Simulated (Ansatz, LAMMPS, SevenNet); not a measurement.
Elastic constant C12 of fcc Au: levels of theory against measurement

Reference value: 170 GPa (measured, 0 K, extrapolated to 0 K; zero-point effects included; as tabulated in Malica and Corso (2021), arXiv:2109.00459).

```json
[
 {"level (code)": "Morse jacobson2022 (LAMMPS)", "value (GPa)": "141", "cell (Å³/atom)": "16.85"},
 {"level (code)": "SevenNet-0", "value (GPa)": "130", "cell (Å³/atom)": "18.14"},
 {"level (code)": "LDA (Ansatz)", "value (GPa)": "184", "cell (Å³/atom)": "16.58"},
 {"level (code)": "PBE (Ansatz)", "value (GPa)": "131", "cell (Å³/atom)": "17.98"},
 {"level (code)": "PBEsol+SOC (Ansatz)", "value (GPa)": "171", "cell (Å³/atom)": "16.87"},
 {"level (code)": "r²SCAN (Ansatz)", "value (GPa)": "[?]", "cell (Å³/atom)": "17.55"},
 {"level (code)": "HSE06 (Ansatz)", "value (GPa)": "[?]", "cell (Å³/atom)": "17.56"}
]
```

**Question.** What belongs in the gaps?

**Answer.** 
- r²SCAN (Ansatz, a program for electronic structure), value (GPa): 144
- HSE06 (Ansatz), value (GPa): 139

Differences against the reference: Morse jacobson2022 -17.1 %, SevenNet-0 -24 %, LDA +8.2 %, PBE -23 %, PBEsol+SOC +0.6 %, r²SCAN -15.3 %, HSE06 -18.2 %.

Closest of the ranked levels: PBEsol+SOC (+0.6 %). Once the reference is moved by up to 3.3 % (a margin picked here for doubts on the reference and the settings, and for temperature and zero-point motion) and values within 1.7 % count as equal, the farthest can be SevenNet-0 (-24 %) or PBE (-23 %).

The reference isn't brought to a static lattice, while the calculations are for one, so the differences are not the levels' errors alone.  Density-functional levels without +SOC have no spin–orbit coupling. HSE06: hybrids on metals are sensitive to the k mesh. HSE06: the run warned that the count of filled bands differs between k points. Each level is taken at its own relaxed cell. Cutoffs and k meshes differ between the levels. Ansatz's density-functional and Hartree–Fock values are scalar-relativistic unless marked +SOC, with PAW data made under PBE.

Empirical potentials (Morse jacobson2022) are fitted to chosen data: where that held the value shown, agreement is built in, and what lay outside the fit can be far off. Machine-learned potentials (SevenNet-0) are trained on DFT data: a solid inside that data is no test of them.

Differences are worked out from the printed values.
